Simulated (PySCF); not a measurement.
# NO: bond curves at several levels of theory

One table from this session's results is given with a row withheld; the runs are named, their logs left out.

Computed with PySCF 2.14.0. Level: N 6-31G(d,p), O 6-31G(d,p), no relativity.

The first run:

The job is set up so:

```yaml
atoms: N, O
charge: 0
basis: N 6-31G(d,p), O 6-31G(d,p)
Hamiltonian: no relativity
basis_functions: 28
electrons_treated: 15
masses_in_u: 14.0031, 15.9949
levels: PBE0, PBE, r²SCAN, PBEsol, B97-3, BHandHLYP, HF, MP2, SCS-MP2, CCSD, CCSD(T)
grid: 80 radial by 434 angular points
occupations: held fixed by the projection of orbital angular momentum
dissociation_limit: N + O, each in its ground configuration
starting_distance_in_angstrom: 1.255
values_of_2S_to_try: 1, 3, 5
```

Started as:

```bash
$ OMP_NUM_THREADS=1 python dia.py task.json out
```

Steps of the session up to this table: Set-up; First curve: PBE0; Other states along the same grid; PBE (GGA); r²SCAN (meta-GGA); PBEsol (GGA); B97-3; BHandHLYP (global hybrid GGA); ROHF (mean field); MP2 and coupled cluster.

One of the session's tables, all rows but one given; the rest of the session is left out.

It belongs to the step «Constants by level of theory». Differences from CCSD(T) in the same basis:

| level | Re (mÅ) | ωe (%) |
| --- | --- | --- |
| ROHF | -49 | +20.4 |
| ROHF-MP2 | +3 | +0.8 |
| ROHF-SCS-MP2 | -1 | +1.7 |
| ROHF-CCSD | -8 | +3.9 |
| PBE | -3 | +0.7 |
| PBEsol | -7 | +2.0 |
| r²SCAN | -13 | +4.3 |
| PBE0 | -22 | +8.3 |
| B97-3 | -20 | +7.7 |
| BHandHLYP | ? | ? |

Q: Estimate the row for BHandHLYP from the others.

**Answer.** Re (mÅ): -33; ωe (%): +13.1. In the column «Re (mÅ)» it lies between ROHF (-49) and PBE0 (-22).
